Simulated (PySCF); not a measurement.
## Functional benchmark on one molecule

Molecule: Propionyl Chloride, C3H5ClO.

Cartesian coordinates in Å; atom numbers follow the order of the lines, from 1:
```xyz
10

C    -1.1761   -0.3479    0.0397
C     0.0541    0.5349   -0.0342
C     1.3375   -0.2394    0.0331
O     1.4674   -1.4096    0.1389
Cl    2.7722    0.8381   -0.0619
H    -2.0883    0.2640    0.0014
H    -1.1900   -0.9317    0.9710
H    -1.2041   -1.0603   -0.7972
H     0.0881    1.2767    0.7817
H     0.0892    1.1330   -0.9601
```

Geometry PBE0-D3(BJ)/def2-SVP throughout; GIAO in PySCF, gas phase, one conformer, non-relativistic; equivalent atoms averaged; basis pcSseg-2.

Reference values (measured; solution, not stated per compound (mostly CDCl3 or CCl4); Pretsch, Buehlmann, Badertscher, Structure Determination of Organic Compounds, 4th ed. (2009)): δ(C2) = 41.0 ppm, δ(C1) = 9.3 ppm, δ(H9/H10) = 2.93 ppm, δ(H6/H7/H8) = 1.24 ppm. Computed shifts are taken against TMS, calculated as an isolated molecule at each level.

**Question.** How do the functionals WP04, B97-2, BHandHLYP, CAM-B3LYP, wB97X-D, LC-wPBE perform against the reference? Times are CPU seconds on 1 thread of an Arm Neoverse V2, shared host.

**Answer.** 
| functional | kind | C2 | C1 | H9/H10 | H6/H7/H8 | mean abs. error C | mean abs. error H | core-s |
| --- | --- | --- | --- | --- | --- | --- | --- | --- |
| WP04 | global hybrid | 46.7 | 13.3 | 2.88 | 1.13 | 4.9 | 0.08 | 19 |
| B97-2 | global hybrid | 44.6 | 11.5 | 2.92 | 1.08 | 2.9 | 0.09 | 18 |
| BHandHLYP | global hybrid | 43.9 | 11.0 | 2.81 | 1.13 | 2.3 | 0.12 | 18 |
| CAM-B3LYP | range-separated hybrid | 45.1 | 10.5 | 2.88 | 1.10 | 2.7 | 0.10 | 26 |
| wB97X-D | range-separated hybrid | 45.0 | 10.9 | 2.85 | 1.07 | 2.8 | 0.12 | 25 |
| LC-wPBE | range-separated hybrid | 43.8 | 10.2 | 2.79 | 1.06 | 1.8 | 0.16 | 35 |

For ¹³C the closest is LC-wPBE (1.8 ppm) and the furthest WP04 (4.9 ppm).

For ¹H the closest is WP04 (0.08 ppm, with B97-2, CAM-B3LYP practically level) and the furthest LC-wPBE (0.16 ppm). One molecule is a small sample, and vibrational and solvent effects are absent from the calculation.
